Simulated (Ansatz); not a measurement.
# hcp Zn

Calculation: PBEsol (plane waves, PAW; Ansatz, a quantum-chemistry and plane-wave program).

Run with plane-wave cutoff 520 eV, 24×24×12 k mesh (along the axes of the cell as run), Fermi–Dirac smearing 0.05 eV, scalar-relativistic PAW data made under PBE.

Cell: relaxed at this level.

```json
{
  "volume_per_atom": "14.22 Å³/atom",
  "bulk_modulus": "81.8 GPa",
  "lattice_constant_a": "2.598 Å",
  "c axis length": "4.866 Å",
  "band_gap": "none"
}
```

Measured, for comparison: bulk modulus 69.7 GPa (zero-point energy and finite temperature contributions removed, our sources range from 64.7 to 69.7; as tabulated in doi:10.1021/acs.jctc.3c00612); lattice constant a 2.665 Å (293 K, not corrected to a static lattice, our sources range from 2.660 to 2.665; as tabulated in Wikipedia's data pages); lattice parameter c 4.946 Å (293 K, not corrected to a static lattice; as tabulated in Wikipedia's data pages). Computed (rounded) less measured: bulk modulus +17 % (+17 % to +26 % over the range), lattice constant a -2.5 % (-2.3 % to -2.5 % over the range), lattice parameter c -1.6 %. A static lattice is as a rule a little smaller and stiffer than an uncorrected measurement, which narrows the difference in the lattice parameter c and would widen misses of the other sign.

Note: the bulk modulus comes from volumes at which shape and atoms were relaxed.
